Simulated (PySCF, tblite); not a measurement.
Species: C3H5OP.
Numbering: `[CH3:1][P:2]1(=[O:3])[CH:4]=[CH:5]1` (hydrogens: H6, H7, H8 on C1; H9 on C4; H10 on C5)

Cartesian coordinates in Å at the GFN2-xTB level; atoms count from 1:
```
atom  x, y, z in Å
C1     1.5080    0.2080   -0.1725
P2    -0.0439   -0.2487    0.6660
O3     0.0851   -0.7367    2.0425
C4    -1.3698   -0.6805   -0.4663
C5    -1.4899    0.5758   -0.0084
H6     1.9898    0.9817    0.4230
H7     1.3124    0.5598   -1.1783
H8     2.1495   -0.6715   -0.1854
H9    -1.9352   -1.3615   -1.0701
H10   -2.1971    1.3782   -0.0730
```

Theory: CAM-B3LYP/def2-SVPD in PySCF (dipole) on a GFN2-xTB geometry, gas phase.

Masses are those of the commonest isotopes; rigid-rotor values at the optimised geometry. 

Problem. Give the principal moments of inertia and the rotational constants in GHz.

Solution. Ia = 80.73, Ib = 116.63, Ic = 163.94 u·Å²; 505379 MHz·u·Å²/I gives 6260, 4333 and 3083 MHz, that is A = 6.2602, B = 4.3332, C = 3.0827 GHz.

Problem. Classify the top.

Solution. An asymmetric top: κ = (2 × 4333 − 6260 − 3083)/(6260 − 3083) = -0.21.

Problem. What does the inertial defect say?

Solution. Not planar: Δ = Ic − Ia − Ib = -33.42 u·Å². For a rigid frame Δ = −2 Σ m c², so Σ m c² = 16.71 u·Å² lies off the ab plane: 5.89 from hydrogen and 10.81 from heavier atoms. The atom farthest from that plane is 1.46 Å away.

Problem. Give the other two planar moments, Paa and Pbb, and the rms extents of the mass along the axes.

Solution. Paa = Σ m a² = (Ib + Ic − Ia)/2 = 99.92 and Pbb = Σ m b² = (Ia + Ic − Ib)/2 = 64.02 u·Å². With the mass M = 88.01 u, the rms extents √(P/M) along a, b and c are 1.07, 0.85, 0.44 Å.

Problem. Where do the levels up to J = 3 lie, in MHz?

Solution. Above 0(0,0):
J = 1: 1(0,1) 7416, 1(1,1) 9343, 1(1,0) 10593
J = 2: 2(0,2) 21807, 2(1,2) 22924, 2(1,1) 26676, 2(2,1) 32457, 2(2,0) 32897
J = 3: 3(0,3) 42563, 3(1,3) 43056, 3(1,2) 50454, 3(2,2) 54704, 3(2,1) 56636, 3(3,1) 67706, 3(3,0) 67811
Those of J = 1 are B + C, A + C and A + B.

Problem. Which types of transition are allowed, and where do some lines up to J = 2 fall?

Solution. The dipole components are |μa| = 1.93 D, |μb| = 3.98 D, |μc| = 0.00 D; the mirror of this Cs structure is the ab plane, so μc vanishes by symmetry and there are no c-type lines. Intensities carry the squares of the components, which stand as 0.24 : 1.00 (a : b). Some lines, for components of 0.1 D or more:

```
type  branch         J(Ka,Kc)    MHz  lower level (cm⁻¹)
   a       Q  2(2,0) ← 2(2,1)    441               1.083
   a       Q  1(1,0) ← 1(1,1)   1251               0.312
   b       Q  1(1,0) ← 1(0,1)   3178               0.247
   a       Q  2(1,1) ← 2(1,2)   3752               0.765
   b       Q  2(1,1) ← 2(0,2)   4869               0.727
   b       Q  2(2,0) ← 2(1,1)   6222               0.890
   a       R  1(0,1) ← 0(0,0)   7416               0.000
   b       R  1(1,1) ← 0(0,0)   9343               0.000
   b       Q  2(2,1) ← 2(1,2)   9533               0.765
   b       R  2(0,2) ← 1(1,1)  12464               0.312
   a       R  2(1,2) ← 1(1,1)  13581               0.312
   a       R  2(0,2) ← 1(0,1)  14391               0.247
   b       R  2(1,2) ← 1(0,1)  15508               0.247
   a       R  2(1,1) ← 1(1,0)  16082               0.353
   b       R  2(2,1) ← 1(1,0)  21863               0.353
   b       R  2(2,0) ← 1(1,1)  23554               0.312
```

Problem. Estimate the classical rotational partition function at 10 K, 200 K and 298.15 K.

Solution. Point group Cs, symmetry number σ = 1; q = (√π/σ)·√((kT/h)³/(ABC)), k/h = 20836.6 MHz/K: 583 at 10 K, 52100 at 200 K, 94900 at 298.15 K.

Its GFN2-xTB frequencies are all real (lowest 149 cm⁻¹). Zero-point vibration and centrifugal distortion are left out. A rigid rotor knows nothing of internal rotation, which can split or shift real lines.

Hardware: an Arm Neoverse V1 with one thread, on a shared host. Cost: 18 s of wall time (with the writing of density and orbital grids), 0.62 GiB resident at most. This is the CAM-B3LYP/def2-SVPD job that gave the dipole, with the excitations it also computed.
